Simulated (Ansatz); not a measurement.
**SiN+ (triplet): the correlation ladder at distance Si1–N2 = 2.851 Å, 6-31G**

Aim: climb from Hartree-Fock through coupled cluster and multireference methods for SiN+ (triplet) at one geometry and basis, and see what each rung misses.

The runs use Ansatz 0.2.0, Gaussian basis; 6-31G, core rule «outside noble gas», up to 6 orbitals frozen.

The runs, in order: UHF; CCSD(T) on ROHF; CCSD(T) on UHF; BCCD(T) on ROHF; CISD as a restricted active space (open shells left free, so some higher excitations enter); CCSDT(Q) on ROHF; CCSDT(Q) on UHF; CISDTQ; CCSDTQ on ROHF; CCSDTQ on UHF; CASSCF and MRCISD+Q, 4 electrons in 4 orbitals; CASSCF and NEVPT2, 4 electrons in 4 orbitals; CASSCF and MRCISD+Q, 8 electrons in 8 orbitals; CASSCF and NEVPT2, 8 electrons in 8 orbitals; Full CI.

19 further runs of the same task are left out: 4 for a known fault of the program, 13 that didn't finish, 2 set aside as unsound or not needed. Runs told in other sessions of the task aren't counted.

## Step 1: The system

The geometry derives from a PBE0/def2-TZVP stationary point (not a proven minimum). One bond is set to the value named and the two fragments are kept rigid.

2 atoms, charge 1, spin multiplicity 3.

Atoms are counted from 1 here; the program's logs count them from 0.

No contacts short enough for the rule that draws bonds.

## Step 2: UHF

The input, in.yaml:

```yaml
crystal:
  periodic: [false, false, false]
  atoms:
    - {symbol: Si, position_ang: [0.000000, 0.000000, 0.000000]}
    - {symbol: N, position_ang: [0.000000, 0.000000, 2.851000]}
basis:
  gaussian: {orbitals: 6-31G}
total_charge: 1
magnetization: {spin_polarized: true, initial_magnetization: 2}
hamiltonian: {xc: hf}
output: {orbitals: {seedname: orbitals}}
```

The run is started by

```
ansatz run in.yaml --threads 1 --pin off --events-out ev --progress --plain --max-ram 2393MiB
```

Further steps of the session: CCSD(T) on ROHF; CCSD(T) on UHF; BCCD(T) on ROHF; CISD as a restricted active space (open shells left free, so some higher excitations enter); CCSDT(Q) on ROHF; CCSDT(Q) on UHF; CISDTQ; CCSDTQ on ROHF; CCSDTQ on UHF; CASSCF and MRCISD+Q, 4 electrons in 4 orbitals; CASSCF and NEVPT2, 4 electrons in 4 orbitals; CASSCF and MRCISD+Q, 8 electrons in 8 orbitals; CASSCF and NEVPT2, 8 electrons in 8 orbitals; Full CI.

**Question.** What will the summary of the whole plan be? Wanted: FCI from the RHF energy; RMP2 from FCI; UMP2 from FCI; RCCSD from FCI; RCCSD(T) from FCI; UCCSD(T) from FCI; RCCSDT(Q) from FCI; UCCSDT(Q) from FCI; NEVPT2 pair from FCI.

**Answer**, as computed:

| quantity | value |
| --- | --- |
| FCI from the ROHF energy | -4.8154 eV |
| RMP2 from FCI | +42.26 kcal/mol |
| UMP2 from FCI | +17.45 kcal/mol |
| RCCSD from FCI | +3.38 kcal/mol |
| RCCSD(T) from FCI | +0.63 kcal/mol |
| UCCSD(T) from FCI | +0.94 kcal/mol |
| RCCSDT(Q) from FCI | -0.07 kcal/mol |
| UCCSDT(Q) from FCI | -0.01 kcal/mol |
| NEVPT2 pair from FCI | +15.24 kcal/mol |
| levels within 1 kcal/mol (43 meV) | RCCSD(T), UCCSD(T), RCCSDT, UCCSDT, CISDTQ, RCCSDT(Q), UCCSDT(Q), RCCSDTQ, UCCSDTQ |
| T1 diagnostic | 0.129 |
| effectively unpaired electrons | 3.17 |

What this shows: RCCSD(T) misses by +0.63 kcal/mol, 0.6 % of the correlation energy. RCCSDT(Q) falls below full CI, which methods that aren't variational can do. With 3.2 effectively unpaired electrons against 2 the state is strongly multireference. Coupled cluster on one determinant still stays close here. Coupled cluster took another determinant than the lowest Hartree-Fock one. These misses are within one basis, not against nature; the frozen cores of restricted and unrestricted runs differ, which can shift their rows.

Levels on UHF freeze UHF's core orbitals, full CI those of ROHF, so the U rows can settle a little off it for that reason alone.

With open shells the CI space here admits some higher excitations, so it is larger than plain CISD.
